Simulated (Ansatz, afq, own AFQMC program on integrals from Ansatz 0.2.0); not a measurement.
**GaSiH$_{2}$, quartet: AFQMC among the cluster methods**

```xyz
4

Si    0.0000    0.0000    1.9401
Ga    0.0000    0.0000   -0.7386
H     0.0000   -1.5771   -1.4852
H     0.0000    1.5771   -1.4852
```

Connectivity, by distances: Si–GaH2.

Basis cc-pVDZ. Noble-gas cores (and the filled d shells of Ga–Kr and In–Xe) are frozen. Ansatz 0.2.0 and our own AFQMC program on the same integrals; the CISD trial comes from CCSD amplitudes, and released means the phaseless constraint is let go. Free projection: walkers drawn from exp(T), propagated without any constraint. Its projection time is finite, and what remains of the start isn't in its error. ± is one standard error of the sampling. No spin–orbit coupling.

Determinant: UHF, the one that the program's search chose, which needn't be the lowest solution. The geometry is a point of a scan.

No full CI on the walks' own integrals is used here; CCSDT(Q) serves as the reference and is uncertain by about the last step of the cluster series.

Cautions: no relativity below Rb; no spin-orbit coupling; inner d shell frozen; lower spins were not checked.

* T1 diagnostic: 0.0297
* weight of the determinant in the CISD state: 0.867
* ⟨S²⟩ of the determinant: 3.761
* size of the correlated space: 9 electrons in 36 orbitals

Reference: CCSDT(Q), correlation energy -4.317 eV. The released energy is read at 2.40 1/Eh (meV from the phaseless value at times in 1/Eh: -6 ± 10 at 0.24, -12 ± 10 at 0.51, -21 ± 9 at 0.99, -14 ± 11 at 1.62, -8 ± 11 at 2.40).

```
         level  E − E(reference) (kJ/mol)  share of correlation (%)
            HF                      416.5                      0.00
           MP2                      111.6                     73.22
          CCSD                       16.8                     95.96
       CCSD(T)                        4.7                     98.86
         CCSDT                        0.8                     99.81
 ph-AFQMC/CISD                  1.9 ± 1.2                     99.54
released AFQMC                  1.1 ± 1.0                     99.74
    free AFQMC                 -0.5 ± 1.2                    100.13
```

Free projections are given only where their last times agree within the noise and don't stop above the reference; a slow remainder of the start can still hide under it. A walk keeps the symmetry of its determinant, which the program's search chose and which needn't be the lowest solution, so a lower state of the same spin and another symmetry isn't excluded. Released energies are given only where the last usable release times agree within the noise; a slower fall can still hide under it.
